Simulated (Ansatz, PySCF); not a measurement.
Complex: C2H4 (SMILES C=C) (first 6 atoms) with C2H4 (SMILES C=C); geometry from S22 set.
(charge 0, multiplicity 1):
| atom | x (Å) | y (Å) | z (Å) |
|---|---|---|---|
| C | -0.4719 | -0.4719 | -1.8591 |
| C | 0.4719 | 0.4719 | -1.8591 |
| H | -0.8724 | -0.8724 | -0.9361 |
| H | 0.8724 | 0.8724 | -0.9361 |
| H | -0.8705 | -0.8705 | -2.7833 |
| H | 0.8705 | 0.8705 | -2.7833 |
| C | -0.4719 | 0.4719 | 1.8591 |
| C | 0.4719 | -0.4719 | 1.8591 |
| H | -0.8724 | 0.8724 | 0.9361 |
| H | 0.8724 | -0.8724 | 0.9361 |
| H | -0.8705 | 0.8705 | 2.7833 |
| H | 0.8705 | -0.8705 | 2.7833 |

Basis-set superposition error: the interaction energy with monomers in their own basis, and in the dimer's basis (counterpoise).

The values were computed with Ansatz (an electronic-structure program); PySCF for 6-31G* rows. Values without a source in brackets are computed.

```tsv
level	uncorrected (kcal/mol)	counterpoise (kcal/mol)	difference
HF/aug-cc-pVDZ	0.60	0.83	0.23
SVWN5/def2-TZVPPD	-2.52	-2.45	0.07
PBE/def2-TZVPPD	-0.37	-0.30	0.07
revPBE/def2-TZVPPD	1.05	1.14	0.09
r2SCAN/def2-TZVPPD	-0.90	-0.84	0.06
B3LYP/def2-TZVPPD	0.44	0.51	0.06
BHLYP/def2-TZVPPD	-0.08	-0.03	0.05
wB97X-V/def2-TZVPPD	-1.43	-1.38	0.05
MP2/6-31G*	-1.34	-0.08	1.25
CCSD(T)/aug-cc-pVDZ	-1.99	-1.08	0.92
```

The error is largest for MP2/6-31G* (1.25 kcal/mol) and smallest for wB97X-V/def2-TZVPPD (0.05 kcal/mol).
